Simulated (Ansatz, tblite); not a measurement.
# SeOCl2 (SeCl2O): a ladder of methods and basis sets

Aim: run the singlet of SeOCl2 (SeCl2O) at one geometry on many levels, and compare frontier levels, spin and run time.

Method: as each input shows; program: Ansatz 0.2.0, Gaussian basis.

The runs, in order: GFN1-xTB, GFN2-xTB, PBE-D4/def2-TZVP, r2SCAN-D4/def2-TZVP, r2SCANh-D4/def2-TZVP, ωB97M-V/def2-TZVP, BHLYP-D4/def2-TZVP, BLYP-D4/def2-TZVP, ωB97X-V/def2-TZVP, LC-ωPBE/def2-TZVP, PBE-QIDH/def2-TZVP, PBE+5HF/def2-TZVP, PBE+10HF/def2-TZVP, PBE+15HF/def2-TZVP, PBE+35HF/def2-TZVP, PBE+50HF/def2-TZVP, PBE-D4/def2-SVP, PBE0-D4/def2-SVP, PBE0-D4/def2-TZVPD, PBE-D4/def2-TZVPD, r2SCAN-D4/def2-TZVPD, CCSD(T)/def2-TZVPP, MP2/def2-TZVP, RPA/def2-TZVP.

## (1) The structure

The geometry is that of the singlet, from an earlier relaxation (B3LYP-D4/def2-SVP).

4 atoms, charge 0, spin multiplicity 1.

Bond lengths: Se1–O2 1.603 Å, Se1–Cl3 2.257 Å, Se1–Cl4 2.257 Å. Angles: O2–Se1–Cl3 106.7°, O2–Se1–Cl4 106.7°, Cl3–Se1–Cl4 97.4°.

PBE0-D4/def2-TZVP was run before; its log isn't repeated, and its numbers join the tables.

## (2) GFN1-xTB

Tight binding, by tblite at 300 K electronic temperature and without a spin-polarisation term:

```python
tblite.interface.Calculator('GFN1-xTB', numbers, positions, charge=0, uhf=0).singlepoint()
```

Energy -449.4804 eV, HOMO -13.18 eV, LUMO -9.11 eV; 0.018 s.

## (3) GFN2-xTB

Tight binding, by tblite at 300 K electronic temperature and without a spin-polarisation term:

```python
tblite.interface.Calculator('GFN2-xTB', numbers, positions, charge=0, uhf=0).singlepoint()
```

Energy -445.2844 eV, HOMO -12.64 eV, LUMO -8.93 eV; 0.01 s.

## (4) PBE-D4/def2-TZVP

start.molden holds the orbitals of an earlier run on this state, given as this run's starting guess.

in.yaml

```yaml
crystal:
  periodic: [false, false, false]
  atoms:
    - {symbol: Se, position_ang: [0.175470, 0.001544, 0.650926]}
    - {symbol: O, position_ang: [1.666449, -0.028511, 0.062895]}
    - {symbol: Cl, position_ang: [-0.891494, 1.709152, -0.368879]}
    - {symbol: Cl, position_ang: [-0.950415, -1.682195, -0.344942]}
basis:
  gaussian: {orbitals: def2-TZVP, initial_orbitals: start.molden}
hamiltonian: {xc: pbe, dispersion: d4}
scf: {omitted_lower_state_checks: [starts]}
output: {forces: true, orbitals: {seedname: orbitals}}
```

Started as:

```
$ ansatz run in.yaml --threads 4 --pin off --events-out ev --progress --plain --max-ram 3916MiB
```

The runs that follow: r2SCAN-D4/def2-TZVP; r2SCANh-D4/def2-TZVP; ωB97M-V/def2-TZVP; BHLYP-D4/def2-TZVP; BLYP-D4/def2-TZVP; ωB97X-V/def2-TZVP; LC-ωPBE/def2-TZVP; PBE-QIDH/def2-TZVP; PBE+5HF/def2-TZVP; PBE+10HF/def2-TZVP; PBE+15HF/def2-TZVP; PBE+35HF/def2-TZVP; PBE+50HF/def2-TZVP; PBE-D4/def2-SVP; PBE0-D4/def2-SVP; PBE0-D4/def2-TZVPD; PBE-D4/def2-TZVPD; r2SCAN-D4/def2-TZVPD; CCSD(T)/def2-TZVPP; MP2/def2-TZVP; RPA/def2-TZVP.

**Question.** What will the summary of the whole plan be? Wanted: gap in def2-TZVP, named functionals, smallest and largest; gap over the share of exact exchange; correlation energy, CCSD(T)/def2-TZVPP; correlation energy, MP2/def2-TZVP; binding an atom, functionals in def2-TZVP; PBE0 total energy, smallest basis above largest.

As calculated:

```
                                                 quantity                                  value
gap in def2-TZVP, named functionals, smallest and largest  3.70 eV (BLYP-D4), 10.40 eV (LC-ωPBE)
                     gap over the share of exact exchange           3.75 eV at 0, 7.86 eV at 0.5
                   correlation energy, CCSD(T)/def2-TZVPP                              -26.53 eV
                        correlation energy, MP2/def2-TZVP                              -24.61 eV
                binding an atom, functionals in def2-TZVP    1.93 (BHLYP-D4) to 2.66 eV (PBE-D4)
          PBE0 total energy, smallest basis above largest        19.73 eV (def2-SVP, def2-TZVPD)
```

In words: Orbital gaps of the named functionals in def2-TZVP span 3.70 eV (BLYP-D4) to 10.40 eV (LC-ωPBE); exact exchange widens it. Raising the share of exact exchange from 0 to 0.5 moves the HOMO by -2.58 eV and the LUMO by +1.53 eV. Notes on CCSD(T)/def2-TZVPP: large T1 diagnostic.
